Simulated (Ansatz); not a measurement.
# SiP (doublet): wave-function methods side by side, def2-QZVPP

The task here is to estimate one member of a computed series from the others.

The runs use Ansatz 0.2.0, Gaussian basis; def2-QZVPP, core rule «outside noble gas», up to 10 orbitals frozen.

The runs, in order: UHF; ROHF; CCSD(T) on UHF.

## The geometry

The geometry is a PBE0/def2-TZVP stationary point (not a proven minimum) of the parent state, kept for this charge and spin.

2 atoms, charge 0, spin multiplicity 2.

Atoms are counted from 1 here; the program's logs count them from 0.

Bond lengths: Si1–P2 2.343 Å.

Coordinates:

```xyz
2

Si    0.0000    0.0000    0.0000
P     0.0000    0.0000    2.3430
```

The first run:

File in.yaml:

```yaml
crystal:
  periodic: [false, false, false]
  atoms:
    - {symbol: Si, position_ang: [0.000000, 0.000000, 0.000000]}
    - {symbol: P, position_ang: [0.000000, 0.000000, 2.343000]}
basis:
  gaussian: {orbitals: "def2-QZVPP.json"}
magnetization: {spin_polarized: true, initial_magnetization: 1}
hamiltonian: {xc: hf}
output: {orbitals: {seedname: orbitals}}
```

On the command line:

```console
ansatz run in.yaml --threads 1 --pin off --events-out ev --progress --plain --max-ram 4096MiB --backend cpu
```

Among the steps run: UHF; ROHF; CCSD(T) on UHF.

One of the session's tables, all rows but one given; the rest of the session is left out.

| method | from UCCSD(T) (kcal/mol) |
| --- | --- |
| ROHF | +174.36 |
| UHF | +158.37 |
| UMP2 | ? |
| UCCSD | +11.11 |
| UCCSD(T) | 0 |

Estimate the missing values for UMP2.

As computed: from UCCSD(T) (kcal/mol): +38.10. In the column «from UCCSD(T) (kcal/mol)» it lies between UCCSD (+11.11) and UHF (+158.37).

Limits of these values: The determinant is far from a pure spin state, so its energy mixes those of several spin states (harmless only where they are near-degenerate, as at dissociation).
